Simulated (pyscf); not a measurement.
This saddle point was located with ωB97X-D3(BJ)/def2-SVP in PySCF.

```xyz
8

O     -0.4487    -1.0999     1.3700
Si    -0.0068     0.0113    -0.0662
O     -1.1290    -0.7535    -0.8425
O     -0.0508     1.5784     0.3864
F      1.5604    -0.3188    -0.2283
H      0.2023    -1.7735     1.6182
H     -1.0596    -1.4094     0.5122
H     -0.9115     2.0059     0.3144
```

Surface: singlet, charge 0. Lowest wavenumbers (cm⁻¹): 798i, 194, 290, 298, 348.

Q: Which two sides does it connect, and which bonds change?

A: HO–Si(OH)(OH)–F (SMILES O[Si](O)(O)F) <-> H₂O (SMILES O) + O=Si(OH)–F (SMILES O=[Si](O)F), an elimination read from left to right: O–Si, H–O broken and H–O formed. At CCSD(T)/def2-TZVPP + ΔMP2(QZVPP) it lies +226.8 kJ/mol from the left side and -95.0 kJ/mol from the right (each side as separated species at their lowest minima found). On the product side the descent ends in an adduct with a O–Si contact, 120.6 kJ/mol under the separated species and 15.1 kJ/mol under the saddle at ωB97X-D3(BJ)/def2-TZVP. At CCSD(T) the saddle lies under the separated products, which points to a path from their complex (located at ωB97X-D3(BJ) alone), and parting the products costs more than the saddle. What is counted as broken (O–Si) persists as a longer contact in the product adduct; parting that adduct is a step of its own. This is the saddle that the search found; another between the same sides may lie lower. The CCSD(T) − MP2 part came from Ansatz, without density fitting, on the same reference.
